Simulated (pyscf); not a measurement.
H₃C–SnH₃ -> methane (CH₄) + SnH₂ [singlet] (1,1-elimination; singlet surface; C–Sn, H–Sn broken, C–H formed). Structures and frequencies: ωB97X-D3(BJ)/def2-SVP in PySCF. MP2 and CC: frozen core, UHF for open shells. ΔMP2 is the change of the MP2 total energy from the triple- to the quadruple-zeta basis. Rate constants from transition-state theory at the high-pressure limit, CCSD(T)/def2-TZVPP + ΔMP2(QZVPP) energies (ideal gas, 1 atm, RRHO with modes under 100 cm⁻¹ raised to 100, one conformer, R ln 2 for rigid chiral ones; no tunnelling), k in s⁻¹.

| T (K) | 1000/T | log10 k |
|---|---|---|
| 298 | 3.354 | -26.42 |
| 600 | 1.667 | -6.10 |
| 900 | 1.111 | ? |
| 1200 | 0.833 | 4.00 |

### Question
Fit an Arrhenius line to the three values, give the activation energy, and predict k at 900 K.

### Answer
Least squares gives log10 k = 14.04 − 12.06 × 1000/T, so Ea = 12.06 × ln 10 × 1.987 = 55.2 kcal/mol, against an electronic barrier of 55.7. At 900 K the line gives 0.64; the computed value is 0.62 (ΔG‡ = 52.1 kcal/mol), close to the line. On the product side the descent ends in a complex, 4.3 kcal/mol under the separated species and 50.1 kcal/mol under the saddle at ωB97X-D3(BJ)/def2-TZVP. At ωB97X-D3(BJ) the barrier from the zero used here is 62.3 kcal/mol. One saddle was located; it need not be the lowest between these sides. The CCSD(T) − MP2 part came from Ansatz, without density fitting, on the same reference. The frozen core leaves the outer d or s,p core shells of the metals and heavy elements correlated in the MP2 and CC values, and def2-TZVPP describes them poorly, which can shift differences by a few kcal/mol. Elements past Kr carry the def2 core potentials, without spin-orbit coupling.
